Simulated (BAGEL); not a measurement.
# C2H2FNS (SMILES FC1(S)C=N1) at PBE0/6-31G(d) (density fitting with qzvpp-jkfit, spherical functions)

Aim: the energy change on altering one bond length of C2H2FNS at PBE0/6-31G* (density fitting with qzvpp-jkfit, spherical functions), from 2 runs. 

The results are computed with BAGEL 1.2.2.

3 further runs of the same task are left out: 1 that didn't finish, 2 set aside as unsound or not needed.

## (1) The molecule

C2H2FNS has 7 atoms, charge 0, and is taken as a singlet. SMILES: `FC1(S)C=N1`. The coordinates come from a PBE0-D4/def2-TZVP relaxation. This is one conformer, not always the lowest.

Bond lengths: F1–C2 1.363 Å, C2–S3 1.769 Å, C2–C4 1.421 Å, C2–N5 1.472 Å, C4–N5 1.259 Å, S3–H6 1.345 Å, C4–H7 1.082 Å. Some angles: F1–C2–S3 112.7°, F1–C2–C4 118.2°, F1–C2–N5 113.9°, S3–C2–C4 124.3°, S3–C2–N5 122.6°, C4–C2–N5 51.5°, C2–C4–N5 66.3°, C2–N5–C4 62.1°, C2–S3–H6 95.3°, C2–C4–H7 153.8°.

## (2) The energy at PBE0/6-31G(d) (density fitting with qzvpp-jkfit, spherical functions)

Input file calc.json:

```json
{ "bagel" : [

{
  "title" : "molecule",
  "basis" : "6-31gs.json",
  "df_basis" : "qzvpp-jkfit",
  "angstrom" : "true",
  "geometry" : [
    { "atom" : "F", "xyz" : [   -0.920500,   -1.323900,    0.173800 ] },
    { "atom" : "C", "xyz" : [   -0.150000,   -0.203700,    0.075900 ] },
    { "atom" : "S", "xyz" : [    0.372900,    0.406500,    1.652100 ] },
    { "atom" : "C", "xyz" : [   -0.273800,    0.595700,   -1.092400 ] },
    { "atom" : "N", "xyz" : [    0.718500,   -0.178200,   -1.112300 ] },
    { "atom" : "H", "xyz" : [    1.082000,   -0.688200,    1.979900 ] },
    { "atom" : "H", "xyz" : [   -0.768000,    1.323700,   -1.722600 ] }
  ]
},
{ "title" : "ks", "xc_func" : "pbe0" },
{ "title" : "print", "file" : "orbitals.molden", "orbitals" : "true" }

]}
```

The basis set 6-31G* is read from a file made from the Basis Set Exchange's data (not shown).

Run with:

```sh
$ BAGEL_NUM_THREADS=1 BAGEL calc.json > calc.out
```

The program printed:

```text
* using 1 threads per process

  ===============================================================
  ===============================================================

  *** Geometry ***

  { "atom" : "F", "xyz" : [     -1.739493,     -2.501808,      0.328434 ] },
  { "atom" : "C", "xyz" : [     -0.283459,     -0.384937,      0.143430 ] },
  { "atom" : "S", "xyz" : [      0.704679,      0.768174,      3.122017 ] },
  { "atom" : "C", "xyz" : [     -0.517407,      1.125710,     -2.064337 ] },
  { "atom" : "N", "xyz" : [      1.357768,     -0.336749,     -2.101942 ] },
  { "atom" : "H", "xyz" : [      2.044684,     -1.300510,      3.741469 ] },
  { "atom" : "H", "xyz" : [     -1.451310,      2.501430,     -3.255242 ] },

  Number of auxiliary basis functions:      468

  Since a DF basis is specified, we compute 2- and 3-index integrals:
    o Being stored without compression. Storage requirement is 0.023 GB

  Number of basis functions:       78
  Number of electrons      :       46

    * METHOD: MOLECULE                             0.22

  *** Kohn-Sham DFT ***

    * Removing 13353 points whose weight is below 1.00e-10
    * Grid points: 90989

  === Nuclear Repulsion ===
   210.9699103320

       - DIIS with orbital gradients will be used.

  === KS iteration (pbe0 / 6-31gs.json) ===
      0       -597.97034355          0.14957397           0.33
      1       -557.24145170          0.19460402           0.66
      2       -573.45056296          0.19402968           0.32
      3       -621.41208959          0.10815676           0.31
      4       -628.14587583          0.05031354           0.34
      5       -629.03706601          0.03624255           0.31
      6       -629.68916163          0.00442174           0.33
      7       -629.69304258          0.00376962           0.32
      8       -629.69589155          0.00288140           0.33
      9       -629.69906965          0.00049535           0.33
     10       -629.69915844          0.00015341           0.34
     11       -629.69916519          0.00006599           0.33
     12       -629.69916702          0.00001862           0.32
     13       -629.69916724          0.00000795           0.33
     14       -629.69916725          0.00000417           0.34
     15       -629.69916726          0.00000144           0.33
     16       -629.69916726          0.00000034           0.33
     17       -629.69916726          0.00000014           0.33
     18       -629.69916726          0.00000006           0.33
     19       -629.69916726          0.00000005           0.33
     20       -629.69916726          0.00000001           0.33
     21       -629.69916726          0.00000001           0.32
    * SCF iteration converged.

    * Permanent dipole moment:
           (    0.224792,    -0.501874,     0.199608) a.u.

    * METHOD: KS                                   8.09

    * METHOD: PRINT                                0.02

  ===============================================================
```

Wall time 8.7 s (1 thread of AMD EPYC 7B13 (Zen 3), shared host); peak memory 0.36 GiB.

## (3) The distorted shape, same level

Input file input.json:

```json
{ "bagel": [

{
  "title": "molecule",
  "basis": "6-31gs.json",
  "df_basis": "qzvpp-jkfit",
  "angstrom": true,
  "geometry": [
    { "atom": "F", "xyz": [   -0.673422,   -1.687868,    0.488872 ] },
    { "atom": "C", "xyz": [    0.097078,   -0.567668,    0.390972 ] },
    { "atom": "S", "xyz": [    0.619978,    0.042532,    1.967172 ] },
    { "atom": "C", "xyz": [   -0.026722,    0.231732,   -0.777328 ] },
    { "atom": "N", "xyz": [    0.965578,   -0.542168,   -0.797228 ] },
    { "atom": "H", "xyz": [    1.329078,   -1.052168,    2.294972 ] },
    { "atom": "H", "xyz": [   -0.768000,    1.323700,   -1.722600 ] }
  ]
},
{
  "title": "ks",
  "xc_func": "pbe0"
},
{
  "title": "print",
  "file": "orbitals.molden",
  "orbitals": true
}

]}
```

The basis set 6-31G* is read from a file made from the Basis Set Exchange's data (not shown).

Run with:

```sh
$ BAGEL_NUM_THREADS=1 BAGEL input.json > input.out
```

The program printed:

```text
* using 1 threads per process

  ===============================================================
  ===============================================================

  *** Geometry ***

  { "atom" : "F", "xyz" : [     -1.272583,     -3.189608,      0.923834 ] },
  { "atom" : "C", "xyz" : [      0.183451,     -1.072737,      0.738830 ] },
  { "atom" : "S", "xyz" : [      1.171589,      0.080374,      3.717416 ] },
  { "atom" : "C", "xyz" : [     -0.050497,      0.437910,     -1.468937 ] },
  { "atom" : "N", "xyz" : [      1.824678,     -1.024549,     -1.506543 ] },
  { "atom" : "H", "xyz" : [      2.511593,     -1.988309,      4.336869 ] },
  { "atom" : "H", "xyz" : [     -1.451310,      2.501430,     -3.255242 ] },

  Number of auxiliary basis functions:      468

  Since a DF basis is specified, we compute 2- and 3-index integrals:
    o Being stored without compression. Storage requirement is 0.023 GB

  Number of basis functions:       78
  Number of electrons      :       46

    * METHOD: MOLECULE                             0.22

  *** Kohn-Sham DFT ***

    * Removing 12844 points whose weight is below 1.00e-10
    * Grid points: 91498

  === Nuclear Repulsion ===
   208.9867773451

       - DIIS with orbital gradients will be used.

  === KS iteration (pbe0 / 6-31gs.json) ===
      0       -598.45519318          0.14952848           0.34
      1       -559.02211621          0.19474530           0.61
      2       -574.24717737          0.19424421           0.33
      3       -622.10708953          0.10461967           0.33
      4       -628.50334218          0.04446875           0.35
      5       -629.06108545          0.03480977           0.32
      6       -629.60072337          0.00673983           0.32
      7       -629.60317734          0.00700692           0.32
      8       -629.61724173          0.00324942           0.32
      9       -629.62142304          0.00045851           0.32
     10       -629.62151916          0.00017063           0.32
     11       -629.62153198          0.00004917           0.32
     12       -629.62153309          0.00001574           0.32
     13       -629.62153319          0.00000816           0.33
     14       -629.62153322          0.00000437           0.32
     15       -629.62153323          0.00000080           0.32
     16       -629.62153323          0.00000046           0.33
     17       -629.62153323          0.00000027           0.32
     18       -629.62153323          0.00000009           0.32
     19       -629.62153323          0.00000004           0.33
     20       -629.62153323          0.00000003           0.32
     21       -629.62153323          0.00000001           0.32
    * SCF iteration converged.

    * Permanent dipole moment:
           (    0.165064,    -0.406061,     0.064795) a.u.

    * METHOD: KS                                   7.95

    * METHOD: PRINT                                0.02

  ===============================================================
```

Wall time 8.4 s (1 thread of AMD EPYC 7B13 (Zen 3), shared host); peak memory 0.36 GiB.

## (4) Outcome

At PBE0/6-31G* (density fitting with qzvpp-jkfit, spherical functions):

| quantity | value |
| --- | --- |
| first shape: total energy | -629.69917 Eh |
| first shape: dipole moment | 1.49 D |
| first shape: HOMO energy | -7.40 eV |
| first shape: LUMO energy | -0.99 eV |
| first shape: HOMO–LUMO gap | 6.41 eV |
| distorted shape: total energy | -629.62153 Eh |
| distorted shape: dipole moment | 1.13 D |
| distorted shape: HOMO energy | -7.51 eV |
| distorted shape: LUMO energy | -1.65 eV |
| distorted shape: HOMO–LUMO gap | 5.86 eV |
| energy change with the C4–H7 bond stretched from 1.082 to 1.623 Å | 2.113 eV |

In words: With the C4–H7 bond stretched from 1.082 to 1.623 Å the energy rises by 2.11 eV (204 kJ/mol). The first shape isn't relaxed at this level, so the change isn't measured from a minimum.
